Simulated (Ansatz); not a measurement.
`C#CCCCO` + H₂ → `C#CCC` + CH₃OH at 600 K and 1 bar (hydrogenolysis of a C–C bond).

Program: Ansatz. Geometries: PBE0-D4/def2-TZVP. ΔE: electronic, gas phase. CCSD(T)/CBS adds triple-zeta CCSD(T) − MP2 to the extrapolated MP2 energy (def2 sets, frozen cores). This one scheme is used for every species. One conformer a species, not always the lowest.

```csv
species,CCSD(T)/CBS energy (Eh),H − E (kJ/mol),S (J/(mol·K))
`C#CCCCO`,-270.18007,379.4,450.4
H₂,-1.17544,43.9,150.8
`C#CCC`,-155.75665,270.0,360.0
CH₃OH,-115.61712,163.6,277.3
```

H − E and S are ideal-gas, rigid-rotor, harmonic terms from PBE0-D4/def2-TZVP, for one conformer and one mirror image of each species. For small species the MP2-based limit differs from directly extrapolated CCSD(T) by up to some mEh (0.8 for H₂); such offsets cancel only in part. 1 Eh = 2625.50 kJ/mol, R = 8.31446 J/(mol·K).

Question: By hand: ΔE, ΔH, ΔS and ΔG.

Answer: ΔE = (-155.75665) + (-115.61712) − (-270.18007) − (-1.17544) = -0.01826 Eh = -47.9 kJ/mol. Δ(H − E) = 270.0 + 163.6 − 379.4 − 43.9 = 10.3, so ΔH = -37.6 kJ/mol. ΔS = 360.0 + 277.3 − 450.4 − 150.8 = 36.1 J/(mol·K). ΔG = -37.6 − 600 × (36.1)/1000 = -59.3 kJ/mol.

Question: By hand: the equilibrium constant, and the temperature at which ΔG would vanish if ΔH and ΔS stayed fixed.

Answer: log₁₀ K = −ΔG/(RT ln 10) = 5.2. ΔH and −TΔS have one sign here, so there is no such temperature.

TΔS isn't small against ΔH here. A doubt of 5 kJ/mol in ΔE shifts log₁₀ K by 0.4 here. Other conformers and mirror images would add mixing entropy, several J/(mol·K) or more a flexible species. These are equilibria of isolated gas molecules and say nothing of rates. Largest T1 diagnostic: 0.011 (customary marks: 0.02 for closed shells, 0.045 for open ones).
